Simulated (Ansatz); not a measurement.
# SiH4O (silanol): HF/cc-pVTZ

Aim: the energy change on altering one bond length of SiH4O (silanol) at HF/cc-pVTZ, from 2 runs. 

The calculation is run with Ansatz 0.2.0.

47 further runs of the same task are left out: 47 set aside as unsound or not needed.

**1. The system as given**

SiH4O: 6 atoms, total charge 0, spin state singlet. SMILES: `O[SiH3]`. Geometry: relaxed at PBE0-D4/def2-TZVP.

Bond lengths: O1–Si2 1.648 Å, O1–H3 0.957 Å, Si2–H4 1.489 Å, Si2–H5 1.481 Å, Si2–H6 1.489 Å. Angles: O1–Si2–H4 111.7°, O1–Si2–H5 105.9°, O1–Si2–H6 111.7°, Si2–O1–H3 117.9°, H4–Si2–H5 109.9°, H4–Si2–H6 107.9°, H5–Si2–H6 109.9°.

**2. The energy at HF/cc-pVTZ**

The input, job.yaml:

```yaml
crystal:
  periodic: [false, false, false]
  atoms:
    - {symbol: O, position_ang: [0.636700, -1.030300, 0.419000]}
    - {symbol: Si, position_ang: [-0.035700, 0.346500, -0.187000]}
    - {symbol: H, position_ang: [0.069100, -1.629200, 0.904700]}
    - {symbol: H, position_ang: [-1.128300, 0.045700, -1.152800]}
    - {symbol: H, position_ang: [1.060500, 1.064900, -0.875600]}
    - {symbol: H, position_ang: [-0.602300, 1.202400, 0.891700]}
basis:
  gaussian:
    orbitals: cc-pVTZ
accuracy: high
output: {orbitals: {seedname: orbitals}}
hamiltonian:
  xc: hf
```

Run with:

```sh
$ ansatz run job.yaml --threads 1 --pin off --max-ram 3480MiB --events-out events.jsonl --progress --plain --runs-dir runs
```

The log of the run:

```text
Warning: RAYON_NUM_THREADS=1 ignored (pool sized by the plan → 1); use --threads N
Functional definition: HF
  name "HF"
  exchange = exact_x
  correlation = 0
2072 factors; integrals over basis functions are off by at most 3.5e-9 eV
mean field evaluation 1: about -9962.7546 eV, gradient 3.4e1 eV
mean field evaluation 2: about -9962.7644 eV, gradient 3.4e1 eV
mean field evaluation 4: about -9964.9668 eV, gradient 2.3e0 eV
mean field evaluation 8: about -9964.9885 eV, gradient 7.6e-2 eV
mean field -9964.98853294 eV, -366.2065740736 hartree, gradient 2.0e-8 eV, S^2 0.000000; 0 other end points of the search recorded, 0 dependent functions left out
reference -9964.98853294 eV, -366.2065740736 hartree; 13, 13 occupied and 107, 107 virtual orbitals, 2072 factors
Total energy: -9964.98853294 eV, -366.2065740736 hartree
```

It took 4.5 s on 1 thread of Arm Neoverse V1, shared host; peak memory 0.31 GiB.

**3. The distorted shape, same level**

The input, run.yaml:

```yaml
crystal:
  periodic: [false, false, false]
  atoms:
    - symbol: O
      position_ang: [1.317795, -0.311646, -0.163819]
    - symbol: Si
      position_ang: [0.645395, 1.065154, -0.769819]
    - symbol: H
      position_ang: [0.069100, -1.629200, 0.904700]
    - symbol: H
      position_ang: [-0.447205, 0.764354, -1.735619]
    - symbol: H
      position_ang: [1.741595, 1.783554, -1.458419]
    - symbol: H
      position_ang: [0.078795, 1.921054, 0.308881]
basis:
  gaussian:
    orbitals: cc-pVTZ
magnetization:
  spin_polarized: false
  initial_magnetization: 0
hamiltonian:
  xc: hf
accuracy: high
output: {orbitals: {seedname: orbitals}}
```

Run with:

```sh
$ ansatz run run.yaml --threads 1 --pin off --max-ram 3480MiB --events-out events.jsonl --progress --plain --runs-dir runs
```

The log of the run:

```text
Warning: RAYON_NUM_THREADS=1 ignored (pool sized by the plan → 1); use --threads N
Functional definition: HF
  name "HF"
  exchange = exact_x
  correlation = 0
2044 factors; integrals over basis functions are off by at most 3.1e-9 eV
mean field evaluation 1: about -9952.3252 eV, gradient 4.5e1 eV
mean field evaluation 2: about -9952.3363 eV, gradient 4.5e1 eV
mean field evaluation 4: about -9957.9837 eV, gradient 4.5e0 eV
mean field evaluation 8: about -9958.1673 eV, gradient 4.0e-1 eV
mean field evaluation 16: about -9951.6443 eV, gradient 2.8e1 eV
mean field evaluation 32: about -9953.0749 eV, gradient 1.5e1 eV
mean field -9958.16813000 eV, -365.9559288886 hartree, gradient 6.4e-8 eV, S^2 0.000000; 0 other end points of the search recorded, 0 dependent functions left out
reference -9958.16813000 eV, -365.9559288886 hartree; 13, 13 occupied and 107, 107 virtual orbitals, 2044 factors
Total energy: -9958.16813000 eV, -365.9559288886 hartree
```

It took 5.1 s on 1 thread of Arm Neoverse V1, shared host; peak memory 0.29 GiB.

**4. Summary of results**

At HF/cc-pVTZ:

| quantity | value |
| --- | --- |
| first shape: total energy | -366.20657 Eh |
| first shape: HOMO energy | -12.40 eV |
| first shape: LUMO energy | 3.32 eV |
| first shape: HOMO–LUMO gap | 15.72 eV |
| distorted shape: total energy | -365.95593 Eh |
| distorted shape: HOMO energy | -11.13 eV |
| distorted shape: LUMO energy | -2.04 eV |
| distorted shape: HOMO–LUMO gap | 9.08 eV |
| energy change with the O1–H3 bond stretched from 0.957 to 2.106 Å | 6.820 eV |

In words: One bond (distorted shape) is far stretched, which a spin-restricted single reference describes badly; a broken-symmetry solution may lie lower. With the O1–H3 bond stretched from 0.957 to 2.106 Å the energy rises by 6.82 eV (658 kJ/mol). The first shape isn't relaxed at this level, so the change isn't measured from a minimum. A restricted reference can't describe the breaking bond well at this length.
